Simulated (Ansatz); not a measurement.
**AlH4NO (built from SMILES [NH2][AlH][OH]): one structure at several levels**

Aim: energy, forces and dipole at a displaced guess of a reacting structure, from CCSD(T) and from density functionals.

Computed with Ansatz 0.2.0, Gaussian basis. Level: single points in def2-TZVPP.

Correlated methods freeze the cores.

## 1. Where the work starts

7 atoms, charge 0, spin multiplicity 1.

Atoms are counted from 1 here; the program's logs count them from 0.

Bond lengths: Al1–O4 1.732 Å, N2–H5 1.088 Å, N2–H6 1.073 Å, O4–H7 1.027 Å. Angles: H5–N2–H6 106.3°, Al1–O4–H7 178.6°.

Coordinates:

```mol
AlH4NO
  3D, bonds by distance, orders not assigned

  7  4  0  0  0  0  0  0  0  0999 V2000
   -0.4833    0.3858   -0.5499 Al  0  0
    0.4709   -1.2541    0.8593 N   0  0
    0.2412    0.0388    1.4127 H   0  0
   -0.9001    1.6986   -1.6007 O   0  0
    0.2893   -2.1304    1.4779 H   0  0
    1.5225   -1.2502    0.6437 H   0  0
   -1.1451    2.4924   -2.2047 H   0  0
  1  4  8  0
  2  5  8  0
  2  6  8  0
  4  7  8  0
M  END
```

## 2. CCSD(T)/def2-TZVPP

The input, run/in.yaml:

```yaml
crystal:
  periodic: [false, false, false]
  atoms:
    - {symbol: Al, position_ang: [-0.483300, 0.385800, -0.549900]}
    - {symbol: N, position_ang: [0.470900, -1.254100, 0.859300]}
    - {symbol: H, position_ang: [0.241200, 0.038800, 1.412700]}
    - {symbol: O, position_ang: [-0.900100, 1.698600, -1.600700]}
    - {symbol: H, position_ang: [0.289300, -2.130400, 1.477900]}
    - {symbol: H, position_ang: [1.522500, -1.250200, 0.643700]}
    - {symbol: H, position_ang: [-1.145100, 2.492400, -2.204700]}
basis:
  gaussian: {orbitals: def2-TZVPP}
correlation: {method: ccsd_t}
output: {forces: true}
```

No record of the launch command was kept for these runs.

The program printed, shortened:

```text
Functional definition: HF
  name "HF"
  cite "Fock, Z. Phys. 61, 126 (1930) doi:10.1007/BF01340294"
  parent pbe
[...]
961 factors; integrals over basis functions are off by at most 1.2e-3 eV
[...]
mean field -10164.16309165 eV, -373.5261041011 hartree, gradient 1.9e-6 eV, S^2 0.000000; 1 other end points of the search recorded, 0 dependent functions left out; unrestricted orbitals would lower it
7 core orbitals not correlated: weight in the atoms' cores, before any rotation towards them, 1.000 or more for the frozen orbitals, at most 0.000 for the correlated occupied ones
reference -10164.16309165 eV, -373.5261041011 hartree; 9, 9 occupied and 144, 144 virtual orbitals, 961 factors
second order -15.76147953 eV of doubles, -0.00000000 eV of singles
cycle   1  -15.61332029 eV  change    1.5e-1 eV  update   1.1e-1
[...]
cycle  14  -16.18011815 eV  change   -2.0e-6 eV  update   2.1e-6
perturbative correction -0.72603045 eV, -0.0266811271 hartree
[...]
Total energy: -10181.06924026 eV, -374.1473936029 hartree
Atom 0 at    -0.483300     0.385800    -0.549900 Å, force    -0.472373     1.253376    -0.741929 eV/Å
Atom 1 at     0.470900    -1.254100     0.859300 Å, force     0.600527     1.340053     1.532053 eV/Å
Atom 2 at     0.241200     0.038800     1.412700 Å, force     0.728412    -3.681447    -1.141893 eV/Å
Atom 3 at    -0.900100     1.698600    -1.600700 Å, force    -0.528037     1.739197    -1.400206 eV/Å
Atom 4 at     0.289300    -2.130400     1.477900 Å, force     0.430897     1.788196    -0.678158 eV/Å
Atom 5 at     1.522500    -1.250200     0.643700 Å, force    -1.530026     0.085830     0.568702 eV/Å
Atom 6 at    -1.145100     2.492400    -2.204700 Å, force     0.770599    -2.525206     1.861431 eV/Å
Dipole moment:     0.204054    -0.242750     0.182835 e Å
```

Wall time 54 s (4 threads, shared host); peak memory 2.2 GiB.

## 3. PBE0-D4/def2-TZVPP

run/in.yaml: that of step 2 with these lines changed.

```diff
@@ -12,3 +12,3 @@
   gaussian: {orbitals: def2-TZVPP}
-correlation: {method: ccsd_t}
-output: {forces: true}
+hamiltonian: {xc: pbe0, dispersion: d4}
+output: {forces: true, orbitals: {seedname: orbitals}}
```

The program printed, shortened:

```text
Functional definition: PBE0
  name "PBE0"
  cite "Adamo & Barone, J. Chem. Phys. 110, 6158 (1999) doi:10.1063/1.478522"
  cite "Perdew, Burke & Ernzerhof, Phys. Rev. Lett. 77, 3865 (1996) doi:10.1103/PhysRevLett.77.3865"
[... 1 set-up line as earlier in the session ...]
[...]
842 factors; their error is unknown
[...]
mean field -10192.20728097 eV, -374.5567090493 hartree, gradient 3.1e-5 eV, S^2 0.000000; 0 other end points of the search recorded, 0 dependent functions left out
[...]
reference -10192.20731100 eV, -374.5567101530 hartree; 16, 16 occupied and 144, 144 virtual orbitals, 842 factors
Total energy: -10192.28723789 eV, -374.5596474121 hartree
Atom 0 at    -0.483300     0.385800    -0.549900 Å, force    -0.451960     1.337383    -0.664749 eV/Å
Atom 1 at     0.470900    -1.254100     0.859300 Å, force     0.735462     1.302781     1.624456 eV/Å
Atom 2 at     0.241200     0.038800     1.412700 Å, force     0.663557    -3.618869    -1.233967 eV/Å
Atom 3 at    -0.900100     1.698600    -1.600700 Å, force    -0.516443     1.683182    -1.378286 eV/Å
Atom 4 at     0.289300    -2.130400     1.477900 Å, force     0.442187     1.798086    -0.770611 eV/Å
Atom 5 at     1.522500    -1.250200     0.643700 Å, force    -1.646239     0.048929     0.562950 eV/Å
Atom 6 at    -1.145100     2.492400    -2.204700 Å, force     0.773437    -2.551492     1.860208 eV/Å
Dipole moment:     0.191191    -0.234202     0.154059 e Å
```

Run time: 1.1 s. Hardware: 4 threads, shared host; peak memory 0.25 GiB.

## 4. wB97M-V/def2-TZVPP

run/in.yaml: that of step 3 with these lines changed.

```diff
@@ -12,3 +12,3 @@
   gaussian: {orbitals: def2-TZVPP}
-hamiltonian: {xc: pbe0, dispersion: d4}
-output: {forces: true, orbitals: {seedname: orbitals}}
+hamiltonian: {xc: {name: wB97M-V}}
+output: {forces: true}
```

The log in run was not kept; the run's report gives a total energy of -10197.614528 eV.

Wall time 3.4 s (4 threads, shared host); peak memory 0.33 GiB.

## 5. r2SCAN-D4/def2-TZVPP

run/in.yaml: that of step 4 with these lines changed.

```diff
@@ -12,3 +12,3 @@
   gaussian: {orbitals: def2-TZVPP}
-hamiltonian: {xc: {name: wB97M-V}}
+hamiltonian: {xc: r2scan, dispersion: d4}
 output: {forces: true}
```

The log in run was not kept; the run's report gives a total energy of -10196.722786 eV.

Wall time 1.8 s (4 threads, shared host); peak memory 0.16 GiB.

## 6. PBE-D4/def2-TZVPP

run/in.yaml: that of step 5 with these lines changed.

```diff
@@ -12,3 +12,3 @@
   gaussian: {orbitals: def2-TZVPP}
-hamiltonian: {xc: r2scan, dispersion: d4}
+hamiltonian: {xc: pbe, dispersion: d4}
 output: {forces: true}
```

The program printed, shortened:

```text
Functional definition: PBE
  name "PBE"
[... 2 set-up lines as earlier in the session ...]
[...]
811 factors; their error is unknown
[...]
mean field -10192.02411552 eV, -374.5499778434 hartree, gradient 4.1e-5 eV, S^2 0.000000; 0 other end points of the search recorded, 0 dependent functions left out
[...]
reference -10192.02415644 eV, -374.5499793471 hartree; 16, 16 occupied and 144, 144 virtual orbitals, 811 factors
Total energy: -10192.11962941 eV, -374.5534879138 hartree
Atom 0 at    -0.483300     0.385800    -0.549900 Å, force    -0.327186     0.955404    -0.385542 eV/Å
Atom 1 at     0.470900    -1.254100     0.859300 Å, force     0.443247     1.243049     1.249013 eV/Å
Atom 2 at     0.241200     0.038800     1.412700 Å, force     0.576509    -3.106835    -1.083783 eV/Å
Atom 3 at    -0.900100     1.698600    -1.600700 Å, force    -0.452082     1.495932    -1.199691 eV/Å
Atom 4 at     0.289300    -2.130400     1.477900 Å, force     0.376924     1.418899    -0.539155 eV/Å
Atom 5 at     1.522500    -1.250200     0.643700 Å, force    -1.235106     0.043938     0.489412 eV/Å
Atom 6 at    -1.145100     2.492400    -2.204700 Å, force     0.617695    -2.050388     1.469747 eV/Å
Dipole moment:     0.174578    -0.214336     0.132256 e Å
```

Wall time 0.9 s (4 threads, shared host); peak memory 0.15 GiB.

## 7. revPBE-D4/def2-TZVPP

run/in.yaml: that of step 6 with these lines changed.

```diff
@@ -12,3 +12,3 @@
   gaussian: {orbitals: def2-TZVPP}
-hamiltonian: {xc: pbe, dispersion: d4}
+hamiltonian: {xc: {name: revPBE}, dispersion: d4}
 output: {forces: true}
```

The log in run was not kept; the run's report gives a total energy of -10197.499160 eV.

Run time: 0.95 s. Hardware: 4 threads, shared host; peak memory 0.14 GiB.

## 8. LC-wPBE/def2-TZVPP

run/in.yaml: that of step 7 with these lines changed.

```diff
@@ -12,3 +12,3 @@
   gaussian: {orbitals: def2-TZVPP}
-hamiltonian: {xc: {name: revPBE}, dispersion: d4}
+hamiltonian: {xc: {name: LC-wPBE}}
 output: {forces: true}
```

The program printed, shortened:

```text
Functional definition: LC-wPBE
  name "LC-wPBE"
  cite "Vydrov & Scuseria, J. Chem. Phys. 125, 234109 (2006) doi:10.1063/1.2409292"
  cite "Heyd & Scuseria, J. Chem. Phys. 120, 7274 (2004) doi:10.1063/1.1668634"
  cite "Ernzerhof & Perdew, J. Chem. Phys. 109, 3313 (1998) doi:10.1063/1.476928"
[... 2 set-up lines as earlier in the session ...]
[...]
811 factors; their error is unknown
286 factors; integrals over basis functions are off by at most 3.8e-5 eV
[...]
mean field -10194.54211738 eV, -374.6425127049 hartree, gradient 4.5e-5 eV, S^2 0.000000; 0 other end points of the search recorded, 0 dependent functions left out
[...]
reference -10194.54211739 eV, -374.6425127051 hartree; 16, 16 occupied and 144, 144 virtual orbitals, 811 factors
Total energy: -10194.54211739 eV, -374.6425127051 hartree
Atom 0 at    -0.483300     0.385800    -0.549900 Å, force    -0.493389     1.511638    -0.664315 eV/Å
Atom 1 at     0.470900    -1.254100     0.859300 Å, force     0.879009     1.397996     2.042097 eV/Å
Atom 2 at     0.241200     0.038800     1.412700 Å, force     0.694428    -4.067439    -1.459953 eV/Å
Atom 3 at    -0.900100     1.698600    -1.600700 Å, force    -0.555040     1.766234    -1.503229 eV/Å
Atom 4 at     0.289300    -2.130400     1.477900 Å, force     0.451487     1.964593    -0.879988 eV/Å
Atom 5 at     1.522500    -1.250200     0.643700 Å, force    -1.773239     0.060234     0.547102 eV/Å
Atom 6 at    -1.145100     2.492400    -2.204700 Å, force     0.796743    -2.633257     1.918286 eV/Å
Dipole moment:     0.209694    -0.247503     0.163158 e Å
```

It took 1.1 s on 4 threads, shared host; peak memory 0.18 GiB.

## 9. Side by side

| method | RMS force component (eV/Å) | RMS error against CCSD(T) (eV/Å) | angle to CCSD(T) forces (°) | dipole (D) |
| --- | --- | --- | --- | --- |
| CCSD(T) | 1.455 | reference | reference | 1.76 |
| PBE0-D4 | 1.464 | 0.064 | 2.5 | 1.63 |
| wB97M-V | 1.520 | 0.090 | 2.4 | 1.70 |
| r2SCAN-D4 | 1.334 | 0.157 | 4.1 | 1.50 |
| PBE-D4 | 1.205 | 0.264 | 3.7 | 1.47 |
| revPBE-D4 | 1.171 | 0.297 | 3.8 | 1.48 |
| LC-wPBE | 1.607 | 0.198 | 4.8 | 1.74 |

Energy less the free neutral atoms in their ground states at the same level (atoms from separate runs):

Differences are taken before rounding.

| method | rung | energy less atoms (kJ/mol) | from CCSD(T) (kJ/mol) |
| --- | --- | --- | --- |
| PBE-D4 | GGA | -2062.5 | -148.1 |
| revPBE-D4 | GGA | -1999.6 | -85.2 |
| r2SCAN-D4 | meta-GGA | -1976.2 | -61.8 |
| PBE0-D4 | hybrid | -1953.6 | -39.2 |
| LC-wPBE | range-separated hybrid | -1924.8 | -10.4 |
| wB97M-V | range-separated hybrid | -2000.1 | -85.6 |
| Hartree-Fock | wavefunction | -1139.7 | +774.7 |
| MP2 | wavefunction | -1946.0 | -31.6 |
| CCSD | wavefunction | -1860.8 | +53.6 |
| CCSD(T) | wavefunction | -1914.4 | 0 |

Cost and force error (times from a shared host):

| method | time | RMS force error (eV/Å) |
| --- | --- | --- |
| CCSD(T) | 54 s | 0 |
| PBE0-D4 | 1.1 s | 0.064 |
| wB97M-V | 3.4 s | 0.090 |
| r2SCAN-D4 | 1.8 s | 0.157 |
| PBE-D4 | 0.9 s | 0.264 |
| revPBE-D4 | 0.95 s | 0.297 |
| LC-wPBE | 1.1 s | 0.198 |

## 10. Outcome

```
                                  quantity                                                                                             value
energy less free atoms, CCSD(T)/def2-TZVPP                                                                                    -1914.4 kJ/mol
                       RMS force component                                                              1.171 to 1.607 eV/Å over the methods
                           RMS force error  PBE0-D4 0.064, wB97M-V 0.090, r2SCAN-D4 0.157, PBE-D4 0.264, revPBE-D4 0.297, LC-wPBE 0.198 eV/Å
                    HOMO and LUMO, PBE0-D4                                                                                -5.31 and -1.43 eV
                             T1 diagnostic                                                                                             0.015
```

**Reading.** Against CCSD(T) the functionals' energies less atoms differ by -148.1 to -10.4 kJ/mol, PBE-D4 by -148.1 kJ/mol. The reference is not at the basis limit: in triple zeta CCSD(T) underbinds, which counts against methods that bind more; the gaps are no ranking. For forces PBE0-D4 does best and revPBE-D4 worst. Frozen-core CCSD(T) forces in triple zeta carry basis errors of their own, and this is one geometry, so small gaps rank nothing. The restricted Hartree–Fock reference is unstable towards an unrestricted one at one or more of these structures.
